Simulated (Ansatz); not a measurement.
# CH₄MgO: a ladder of functionals and wavefunction methods

Aim: compute CH₄MgO with functionals from several rungs and with coupled cluster, and see how far each lands from CCSD(T) at the basis-set limit for the atomisation energy.

The runs use Ansatz 0.2.0, Gaussian basis; functionals in def2-TZVPP, the program's frozen cores in correlated methods.

Levels to be run: LDA (SPW92), PBE-D4, revPBE-D4, BLYP-D4, r2SCAN-D4, B97M-V, PBE0-D4, B3LYP-D4, r2SCANh-D4, r2SCAN0-D4, HSE06-D4, BHLYP-D4, CAM-B3LYP-D4, LC-ωPBE, ωB97X-V, ωB97M-V, B2PLYP, PBE-QIDH; CCSD(T)/def2-SVP; CCSD(T)/def2-TZVPP; MP2/def2-QZVPP; extrapolation to the limit; RPA on PBE.

### 1 The geometry

An earlier PBE0-D4 in a triple-zeta def2 set relaxation fixed the geometry.

7 atoms, charge 0, spin multiplicity 1.

Atoms are counted from 1 here; the program's logs count them from 0.

Bond lengths: C1–Mg2 2.073 Å, C1–H4 1.094 Å, C1–H5 1.094 Å, C1–H6 1.094 Å, Mg2–O3 1.764 Å, O3–H7 0.946 Å. Angles: Mg2–C1–H4 111.6°, Mg2–C1–H5 111.6°, Mg2–C1–H6 111.6°, H4–C1–H5 107.3°, H4–C1–H6 107.3°, H5–C1–H6 107.3°, C1–Mg2–O3 179.9°, Mg2–O3–H7 179.3°.

### 2 LDA

This LDA is Slater exchange with PW92 correlation.

Contents of in.yaml:

```yaml
crystal:
  periodic: [false, false, false]
  atoms:
    - {symbol: C, position_ang: [-1.108909, 0.683633, -0.332942]}
    - {symbol: Mg, position_ang: [0.601306, -0.377118, 0.165441]}
    - {symbol: O, position_ang: [2.057084, -1.279543, 0.586870]}
    - {symbol: H, position_ang: [-1.916457, 0.018295, -0.652860]}
    - {symbol: H, position_ang: [-0.923011, 1.385667, -1.151308]}
    - {symbol: H, position_ang: [-1.483645, 1.264927, 0.514904]}
    - {symbol: H, position_ang: [2.834833, -1.763860, 0.824195]}
basis:
  gaussian: {orbitals: def2-TZVPP}
hamiltonian: {xc: lda}
output: {orbitals: {seedname: orbitals}}
```

The run is started by

```bash
$ ansatz run in.yaml --threads 4 --pin off --events-out ev --progress --plain --max-ram 10444MiB
```

Further steps of the session: PBE-D4 (GGA); revPBE-D4 (GGA); BLYP-D4 (GGA); r2SCAN-D4 (meta-GGA); B97M-V (meta-GGA); B3LYP-D4 (hybrid); r2SCANh-D4 (hybrid); r2SCAN0-D4 (hybrid); HSE06-D4 (hybrid); BHLYP-D4 (hybrid); CAM-B3LYP-D4 (range-separated); LC-ωPBE (range-separated); ωB97X-V (range-separated); ωB97M-V (range-separated); B2PLYP (double hybrid); PBE-QIDH (double hybrid); CCSD(T) in def2-SVP; CCSD(T) in def2-TZVPP; MP2 in def2-QZVPP; RPA on PBE orbitals.

Q: Predict the results of all the runs planned. Wanted: atomisation energy, CCSD(T)/CBS; farthest beyond LDA; mean size of error, GGA; mean size of error, meta-GGA; mean size of error, hybrid; mean size of error, range-separated; mean size of error, double hybrid; gap, smallest and largest; T1 diagnostic.

As calculated:

| quantity | value |
| --- | --- |
| atomisation energy, CCSD(T)/CBS | 559.9 kcal/mol |
| functionals within 2.8 kcal/mol (0.5 %) | PBE-D4 |
| farthest beyond LDA | BHLYP-D4 (-25.6 kcal/mol) |
| mean size of error, GGA | 7.3 kcal/mol |
| mean size of error, meta-GGA | 5.4 kcal/mol |
| mean size of error, hybrid | 12.5 kcal/mol |
| mean size of error, range-separated | 5.8 kcal/mol |
| mean size of error, double hybrid | 12.1 kcal/mol |
| gap, smallest and largest | 4.57 eV (BLYP-D4), 11.01 eV (LC-ωPBE) |
| T1 diagnostic | 0.0097 |
| triples share of the correlation energy | 2.7 % |

In words: The LDA atomisation energy is off by 66.2 kcal/mol (12 %): it overbinds. PBE-D4 is off by -0.3 kcal/mol. Double hybrids carry the basis error of their MP2 part in triple zeta, and no dispersion term here, so their miss is partly the set-up's. Taken by rung, meta-GGA functionals do best (5.4 kcal/mol on average) and hybrid ones worst beyond LDA (12.5 kcal/mol). The gap between the best rungs is small, so their order is not settled. The mean of the hybrids holds BHLYP, with half exact exchange. The reference freezes the cores and leaves out relativity and excitations past (T), so misses under about 2.8 kcal/mol can't be ranked. Hartree-Fock recovers 71 % of the binding; the rest is correlation. CCSD(T) in def2-SVP is off by -38.9 kcal/mol, more than most functionals: a good method in a small basis is no reference. Orbital gaps span 4.6 to 11.0 eV; exact exchange widens them. Correlated methods include outer-core shells of Mg, which these sets cover unevenly.
